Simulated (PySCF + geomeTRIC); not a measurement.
Species: CH$_{3}$S, SMILES `C[S]` (charge 0, multiplicity 2).

Q: Give a relaxed geometry from PySCF + geomeTRIC with TPSSh-D3(BJ)/def2-TZVP.

A: the end point of this relaxation (outside a Z-matrix the atoms follow the SMILES, hydrogens last).
Z-matrix (Å, degrees):
```
C
H 1 1.0905
H 1 1.0906 2 111.07
H 1 1.0964 2 108.07 3 -118.34
S 1 1.7950 2 111.65 4 -116.38
```
